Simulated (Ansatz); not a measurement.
**CH3B (triplet): the correlation ladder at a displaced geometry (v2), cc-pVDZ**

Aim: climb from Hartree-Fock through coupled cluster for CH3B (triplet) at one geometry and basis, and see what each rung misses.

Computed with Ansatz 0.2.0, Gaussian basis. Level: cc-pVDZ, core rule «outside noble gas», up to 2 orbitals frozen.

To be run: UHF; CCSD(T) on ROHF; CCSD(T) on UHF; BCCD(T) on ROHF; CISD; CCSDT(Q) on ROHF; CCSDT(Q) on UHF.

20 further runs of the same task are left out: 7 that didn't finish, 13 set aside as unsound or not needed.

### Step 1. The geometry

The geometry is a PBE0/def2-TZVP stationary point (not a proven minimum) with its atoms shifted at random (size 0.100 Å).

5 atoms, charge 0, spin multiplicity 3.

Atoms are counted from 1 here; the program's logs count them from 0.

Bond lengths: B1–C2 1.493 Å, B1–H3 1.185 Å, B1–H4 1.273 Å, C2–H5 1.121 Å. Angles: C2–B1–H3 119.3°, C2–B1–H4 119.6°, H3–B1–H4 120.0°, B1–C2–H5 150.8°.

Coordinates:

| atom | x (Å) | y (Å) | z (Å) |
| --- | --- | --- | --- |
| B1 | 0.0845 | 0.0543 | 0.7366 |
| C2 | -0.0804 | -0.0891 | -0.7406 |
| H3 | -0.0038 | 1.1288 | 1.2276 |
| H4 | 0.0793 | -0.9840 | 1.4736 |
| H5 | -0.0237 | 0.3344 | -1.7768 |

In the tables R marks a restricted open-shell determinant and U an unrestricted one; energies count from the table's Hartree-Fock row.

### Step 2. UHF

The input, in.yaml:

```yaml
crystal:
  periodic: [false, false, false]
  atoms:
    - {symbol: B, position_ang: [0.084481, 0.054338, 0.736588]}
    - {symbol: C, position_ang: [-0.080393, -0.089129, -0.740590]}
    - {symbol: H, position_ang: [-0.003773, 1.128830, 1.227613]}
    - {symbol: H, position_ang: [0.079336, -0.984025, 1.473584]}
    - {symbol: H, position_ang: [-0.023723, 0.334437, -1.776787]}
basis:
  gaussian: {orbitals: cc-pVDZ}
magnetization: {spin_polarized: true, initial_magnetization: 2}
hamiltonian: {xc: hf}
output: {orbitals: {seedname: orbitals}}
```

On the command line:

```
$ ansatz run in.yaml --threads 1 --pin off --events-out ev --progress --plain --max-ram 2393MiB
```

The program printed:

```text
Functional definition: HF
  name "HF"
  cite "Fock, Z. Phys. 61, 126 (1930) doi:10.1007/BF01340294"
  parent pbe
  exchange = exact_x
  correlation = 0
394 factors; integrals over basis functions are off by at most 7.2e-4 eV
mean field evaluation 1: about -1745.3703 eV, gradient 1.1e1 eV
mean field evaluation 2: about -1745.3709 eV, gradient 1.1e1 eV
mean field evaluation 4: about -1746.6839 eV, gradient 1.3e0 eV
mean field evaluation 8: about -1746.7283 eV, gradient 2.0e-3 eV
mean field -1746.72834940 eV, -64.1910828653 hartree, gradient 1.5e-5 eV, S^2 2.018588; 0 other end points of the search recorded, 0 dependent functions left out
reference -1746.72834940 eV, -64.1910828653 hartree; 8, 6 occupied and 35, 37 virtual orbitals, 394 factors
Total energy: -1746.72834940 eV, -64.1910828653 hartree
```

Run time: 0.24 s. Hardware: 1 thread of Arm Neoverse V1, shared host.

From the report: ⟨S²⟩ of the determinant 2.019 (pure triplet: 2.00).

### Step 3. CCSD(T) on ROHF

in.yaml, as its differences from that of step 2:

```diff
@@ -10,4 +10,4 @@
   gaussian: {orbitals: cc-pVDZ}
-magnetization: {spin_polarized: true, initial_magnetization: 2}
-hamiltonian: {xc: hf}
-output: {orbitals: {seedname: orbitals}}
+magnetization: {spin_polarized: false, initial_magnetization: 2}
+correlation: {method: ccsd_t, electrons: outside_noble_gas}
+output: {forces: true}
```

Same command.

The program printed (excerpt; [...] marks lines left out):

```text
Functional definition: HF
  name "HF"
  cite "Fock, Z. Phys. 61, 126 (1930) doi:10.1007/BF01340294"
  parent pbe
[...]
394 factors; integrals over basis functions are off by at most 7.2e-4 eV
[...]
mean field -1746.55680863 eV, -64.1847788584 hartree, gradient 2.5e-6 eV, S^2 2.000000; 0 other end points of the search recorded, 0 dependent functions left out
2 core orbitals not correlated: weight in the atoms' cores, before any rotation towards them, 1.000 or more for the frozen orbitals, at most 0.000 for the correlated occupied ones
reference -1746.55680863 eV, -64.1847788584 hartree; 6, 4 occupied and 35, 37 virtual orbitals, 394 factors
second order -4.67024468 eV of doubles, -0.09285933 eV of singles
cycle   1  -5.48252989 eV  change   -7.2e-1 eV  update   5.9e-2
[...]
cycle  13  -5.74154757 eV  change    2.7e-6 eV  update   1.6e-6
perturbative correction -0.12798573 eV, -0.0047033888 hartree
[...]
Total energy: -1752.42634193 eV, -64.4004802285 hartree
Atom 0 at     0.084481     0.054338     0.736588 Å, force    -0.705669    -1.389029     1.341934 eV/Å
Atom 1 at    -0.080393    -0.089129    -0.740590 Å, force     0.385400    -0.150167    -1.933623 eV/Å
Atom 2 at    -0.003773     1.128830     1.227613 Å, force     0.286959     0.677382     0.433090 eV/Å
Atom 3 at     0.079336    -0.984025     1.473584 Å, force     0.216574     1.019815    -0.694719 eV/Å
Atom 4 at    -0.023723     0.334437    -1.776787 Å, force    -0.183264    -0.158000     0.853319 eV/Å
Dipole moment:     0.026651     0.090750    -0.211531 e Å
```

Run time: 3.2 s. Hardware: 1 thread of Arm Neoverse V1, shared host.

From the report: correlation -5.8695 eV; T1 0.022; largest double amplitude 0.03.

### Step 4. CCSD(T) on UHF

in.yaml, as its differences from that of step 3:

```diff
@@ -10,3 +10,3 @@
   gaussian: {orbitals: cc-pVDZ}
-magnetization: {spin_polarized: false, initial_magnetization: 2}
+magnetization: {spin_polarized: true, initial_magnetization: 2}
 correlation: {method: ccsd_t, electrons: outside_noble_gas}
```

Launched as before.

The program printed (excerpt; [...] marks lines left out):

```text
Functional definition: HF
  name "HF"
  cite "Fock, Z. Phys. 61, 126 (1930) doi:10.1007/BF01340294"
  parent pbe
[...]
394 factors; integrals over basis functions are off by at most 7.2e-4 eV
[...]
mean field -1746.72834940 eV, -64.1910828653 hartree, gradient 1.9e-6 eV, S^2 2.018588; 0 other end points of the search recorded, 0 dependent functions left out
2 core orbitals not correlated: weight in the atoms' cores, before any rotation towards them, 1.000 or more for the frozen orbitals, at most 0.000 for the correlated occupied ones
reference -1746.72834940 eV, -64.1910828653 hartree; 6, 4 occupied and 35, 37 virtual orbitals, 394 factors
second order -4.59144149 eV of doubles, -0.00000000 eV of singles
cycle   1  -5.30149250 eV  change   -7.1e-1 eV  update   5.9e-2
[...]
cycle  13  -5.57292495 eV  change    2.8e-6 eV  update   1.8e-6
perturbative correction -0.12543184 eV, -0.0046095352 hartree
[...]
Total energy: -1752.42670618 eV, -64.4004936148 hartree
Atom 0 at     0.084481     0.054338     0.736588 Å, force    -0.705595    -1.389078     1.343158 eV/Å
Atom 1 at    -0.080393    -0.089129    -0.740590 Å, force     0.385224    -0.149870    -1.935095 eV/Å
Atom 2 at    -0.003773     1.128830     1.227613 Å, force     0.286966     0.677201     0.432720 eV/Å
Atom 3 at     0.079336    -0.984025     1.473584 Å, force     0.216617     1.020087    -0.695128 eV/Å
Atom 4 at    -0.023723     0.334437    -1.776787 Å, force    -0.183213    -0.158339     0.854344 eV/Å
Dipole moment:     0.026673     0.090758    -0.211558 e Å
```

Run time: 2.9 s. Hardware: 1 thread of Arm Neoverse V1, shared host.

From the report: ⟨S²⟩ of the determinant 2.019 (pure triplet: 2.00); correlation -5.6984 eV; T1 0.018; largest double amplitude 0.03.

### Step 5. BCCD(T) on ROHF

in.yaml, as its differences from that of step 4:

```diff
@@ -10,4 +10,3 @@
   gaussian: {orbitals: cc-pVDZ}
-magnetization: {spin_polarized: true, initial_magnetization: 2}
-correlation: {method: ccsd_t, electrons: outside_noble_gas}
-output: {forces: true}
+magnetization: {spin_polarized: false, initial_magnetization: 2}
+correlation: {method: bccd_t, electrons: outside_noble_gas}
```

The command is unchanged.

The program printed (excerpt; [...] marks lines left out):

```text
Functional definition: HF
  name "HF"
  cite "Fock, Z. Phys. 61, 126 (1930) doi:10.1007/BF01340294"
  parent pbe
[...]
394 factors; integrals over basis functions are off by at most 7.2e-4 eV
[...]
mean field -1746.55680863 eV, -64.1847788584 hartree, gradient 2.5e-6 eV, S^2 2.000000; 0 other end points of the search recorded, 0 dependent functions left out
2 core orbitals not correlated: weight in the atoms' cores, before any rotation towards them, 1.000 or more for the frozen orbitals, at most 0.000 for the correlated occupied ones
reference -1746.55680863 eV, -64.1847788584 hartree; 6, 4 occupied and 35, 37 virtual orbitals, 394 factors
second order -4.67024468 eV of doubles, -0.09285933 eV of singles
cycle   1  -5.50366730 eV  change   -7.4e-1 eV  update   5.9e-2
[...]
cycle  11  -5.73707950 eV  change   -2.8e-6 eV  update   1.0e-5
perturbative correction -0.13288917 eV, -0.0048835869 hartree
Total energy: -1752.42677730 eV, -64.4004962282 hartree
```

Run time: 1.2 s. Hardware: 1 thread of Arm Neoverse V1, shared host.

From the report: correlation -5.8700 eV; largest double amplitude 0.03.

### Step 6. CISD

in.yaml, as its differences from that of step 5:

```diff
@@ -11,2 +11,2 @@
 magnetization: {spin_polarized: false, initial_magnetization: 2}
-correlation: {method: bccd_t, electrons: outside_noble_gas}
+correlation: {active_space: {ras: {orbitals: [4, 2, 35], electrons: 10, max_holes: 2, max_particles: 2}, fixed_orbitals: true}}
```

Launched as before.

The program printed:

```text
Functional definition: HF
  name "HF"
  cite "Fock, Z. Phys. 61, 126 (1930) doi:10.1007/BF01340294"
  parent pbe
  exchange = exact_x
  correlation = 0
394 factors; integrals over basis functions are off by at most 7.2e-4 eV
mean field evaluation 1: about -1745.2304 eV, gradient 1.3e1 eV
mean field evaluation 2: about -1745.2309 eV, gradient 1.3e1 eV
mean field evaluation 4: about -1746.5421 eV, gradient 1.2e0 eV
mean field evaluation 8: about -1746.5568 eV, gradient 7.9e-4 eV
mean field -1746.55680863 eV, -64.1847788584 hartree, gradient 2.5e-6 eV, S^2 2.000000; 0 other end points of the search recorded, 0 dependent functions left out
reference -1746.55680863 eV, -64.1847788584 hartree; 8, 6 occupied and 35, 37 virtual orbitals, 394 factors
state -1751.95279162 eV, -64.3830775757 hartree
Total energy: -1751.95279162 eV, -64.3830775757 hartree
```

Run time: 1.9 s. Hardware: 1 thread of Arm Neoverse V1, shared host.

From the report: 175,701 determinants.

### Step 7. CCSDT(Q) on ROHF

in.yaml, as its differences from that of step 6:

```diff
@@ -11,2 +11,2 @@
 magnetization: {spin_polarized: false, initial_magnetization: 2}
-correlation: {active_space: {ras: {orbitals: [4, 2, 35], electrons: 10, max_holes: 2, max_particles: 2}, fixed_orbitals: true}}
+correlation: {method: ccsdt_q, electrons: outside_noble_gas}
```

Launched as before.

The program printed (excerpt; [...] marks lines left out):

```text
Functional definition: HF
  name "HF"
  cite "Fock, Z. Phys. 61, 126 (1930) doi:10.1007/BF01340294"
  parent pbe
[...]
794 factors; integrals over basis functions are off by at most 1.7e-7 eV
[...]
mean field -1746.55682175 eV, -64.1847793407 hartree, gradient 2.5e-6 eV, S^2 2.000000; 0 other end points of the search recorded, 0 dependent functions left out
2 core orbitals not correlated: weight in the atoms' cores, before any rotation towards them, 1.000 or more for the frozen orbitals, at most 0.000 for the correlated occupied ones
reference -1746.55682175 eV, -64.1847793407 hartree; 6, 4 occupied and 35, 37 virtual orbitals, 794 factors
second order -4.67025911 eV of doubles, -0.09285917 eV of singles
cycle   1  -5.48251758 eV  change   -7.2e-1 eV  update   6.5e-2
[...]
cycle  16  -5.89462463 eV  change    4.0e-7 eV  update   9.4e-7
perturbative correction -0.00527504 eV, -0.0001938542 hartree
Total energy: -1752.45672143 eV, -64.4015966546 hartree
```

Run time: 48 s. Hardware: 1 thread of Arm Neoverse V1, shared host; peak memory 0.43 GiB.

From the report: correlation -5.8999 eV; T1 0.023; largest double amplitude 0.03.

### Step 8. CCSDT(Q) on UHF

in.yaml, as its differences from that of step 7:

```diff
@@ -10,3 +10,3 @@
   gaussian: {orbitals: cc-pVDZ}
-magnetization: {spin_polarized: false, initial_magnetization: 2}
+magnetization: {spin_polarized: true, initial_magnetization: 2}
 correlation: {method: ccsdt_q, electrons: outside_noble_gas}
```

The command is unchanged.

The program printed (excerpt; [...] marks lines left out):

```text
Functional definition: HF
  name "HF"
  cite "Fock, Z. Phys. 61, 126 (1930) doi:10.1007/BF01340294"
  parent pbe
[...]
794 factors; integrals over basis functions are off by at most 1.7e-7 eV
[...]
mean field -1746.72836212 eV, -64.1910833328 hartree, gradient 1.9e-6 eV, S^2 2.018588; 0 other end points of the search recorded, 0 dependent functions left out
2 core orbitals not correlated: weight in the atoms' cores, before any rotation towards them, 1.000 or more for the frozen orbitals, at most 0.000 for the correlated occupied ones
reference -1746.72836212 eV, -64.1910833328 hartree; 6, 4 occupied and 35, 37 virtual orbitals, 794 factors
second order -4.59145536 eV of doubles, -0.00000000 eV of singles
cycle   1  -5.30148043 eV  change   -7.1e-1 eV  update   6.5e-2
[...]
cycle  16  -5.72396863 eV  change    4.7e-7 eV  update   1.0e-6
perturbative correction -0.00545244 eV, -0.0002003736 hartree
Total energy: -1752.45778319 eV, -64.4016356737 hartree
```

Wall time 41 s (1 thread of Arm Neoverse V1, shared host); peak memory 0.37 GiB.

From the report: ⟨S²⟩ of the determinant 2.019 (pure triplet: 2.00); correlation -5.7294 eV; T1 0.019; largest double amplitude 0.03.

### Step 9. All levels against the top one

The yardstick is UCCSDT(Q), where the cluster series has nearly closed. Rows without a time come out of other runs: HF, MP2 and CCSD of CCSD(T), CCSDT of CCSDT(Q). The times of RCCSD(T), UCCSD(T) include forces.

Differences are taken before rounding.

| method | energy from the lowest ROHF (meV) | from UCCSDT(Q) (meV) | time |
| --- | --- | --- | --- |
| ROHF | 0.0 | +5901.0 |  |
| UHF | -171.5 | +5729.4 |  |
| RMP2 | -4763.1 | +1137.9 |  |
| UMP2 | -4763.0 | +1138.0 |  |
| CISD | -5396.0 | +505.0 | 1.9 s |
| RCCSD | -5741.5 | +159.4 |  |
| UCCSD | -5744.5 | +156.5 |  |
| RCCSD(T) | -5869.5 | +31.4 | 3.2 s |
| UCCSD(T) | -5869.9 | +31.1 | 2.9 s |
| BCCD(T) | -5870.0 | +31.0 | 1.2 s |
| RCCSDT | -5894.6 | +6.3 |  |
| UCCSDT | -5895.5 | +5.5 |  |
| RCCSDT(Q) | -5899.9 | +1.1 | 48 s |
| UCCSDT(Q) | -5901.0 | 0 | 41 s |

Among the levels timed on like hardware and quicker than the yardstick, those that no quicker one beats, quickest first: BCCD(T) (1.2 s, +31.0 meV).

### Step 10. Outcome

```
                         quantity                                                   value
    UCCSDT(Q) from the ROHF energy                                              -5.9010 eV
              RMP2 from UCCSDT(Q)                                             +1137.9 meV
              UMP2 from UCCSDT(Q)                                             +1138.0 meV
             RCCSD from UCCSDT(Q)                                              +159.4 meV
          RCCSD(T) from UCCSDT(Q)                                               +31.4 meV
          UCCSD(T) from UCCSDT(Q)                                               +31.1 meV
         RCCSDT(Q) from UCCSDT(Q)                                                +1.1 meV
levels within 1 kcal/mol (43 meV)  RCCSD(T), UCCSD(T), BCCD(T), RCCSDT, UCCSDT, RCCSDT(Q)
                    T1 diagnostic                                                   0.022
```

RCCSD(T) misses by +31.4 meV, 0.5 % of the correlation energy. These misses are within one basis, not against nature; the frozen cores of restricted and unrestricted runs differ, which can shift their rows.

With open shells the CI space here admits some triples and quadruples, so it is larger than plain CISD.

BCCD(T) reaches 31.0 meV from the reference in 1.2 s, where UCCSDT(Q) took 41 s.
